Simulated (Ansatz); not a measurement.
# C2H6Si: the cost of one run

Program: Ansatz 0.2.0. Level of theory: RKS r2SCAN-D4/def2-SVP. These are calculated values, not measurements.

**1. The structure to begin with**

Bond lengths: C1–Si2 1.778 Å, Si2–C3 1.834 Å, C1–H4 1.050 Å, C1–H5 1.137 Å, C1–H6 1.121 Å, C3–H7 1.043 Å, C3–H8 1.136 Å, C3–H9 1.154 Å. Angles: C1–Si2–C3 111.9°, Si2–C1–H4 113.3°, Si2–C1–H5 113.5°, Si2–C1–H6 115.4°, H4–C1–H5 103.7°, H4–C1–H6 105.3°, H5–C1–H6 104.5°, Si2–C3–H7 113.9°, Si2–C3–H8 109.3°, Si2–C3–H9 111.7°, H7–C3–H8 109.2°, H7–C3–H9 108.2°, H8–C3–H9 104.0°.

Coordinates:

```xyz
9

C    -0.5227    1.1100   -0.8256
Si    0.7115   -0.1678   -0.7548
C     0.5676   -1.1755    0.7705
H    -1.5047    0.7392   -0.8171
H    -0.4772    1.7312   -1.7763
H    -0.4834    1.8639    0.0036
H    -0.3440   -1.6740    0.8628
H     1.4126   -1.9336    0.8002
H     0.7288   -0.5397    1.7194
```

**2. Relaxing end A**

The input, input.yaml:

```yaml
crystal:
  periodic: [false, false, false]
  atoms:
    - { symbol: C, position_ang: [-0.5227, 1.11, -0.8256] }
    - { symbol: Si, position_ang: [0.7115, -0.1678, -0.7548] }
    - { symbol: C, position_ang: [0.5676, -1.1755, 0.7705] }
    - { symbol: H, position_ang: [-1.5047, 0.7392, -0.8171] }
    - { symbol: H, position_ang: [-0.4772, 1.7312, -1.7763] }
    - { symbol: H, position_ang: [-0.4834, 1.8639, 0.0036] }
    - { symbol: H, position_ang: [-0.344, -1.674, 0.8628] }
    - { symbol: H, position_ang: [1.4126, -1.9336, 0.8002] }
    - { symbol: H, position_ang: [0.7288, -0.5397, 1.7194] }
basis:
  gaussian: { orbitals: def2-SVP }
hamiltonian:
  xc: r2scan
  dispersion: d4
relax:
  f_tol: 0.015
  max_steps: 40
```

Launch:

```sh
$ ansatz run input.yaml --threads 1 --pin off --max-ram 2048MiB --backend cpu --events-out ev --progress --plain --runs-dir out
```

**Question.** How long does this run take on 1 thread of Arm Neoverse V1, shared host, and how much memory does it need?

About 71 s, with a peak of 0.15 GiB.
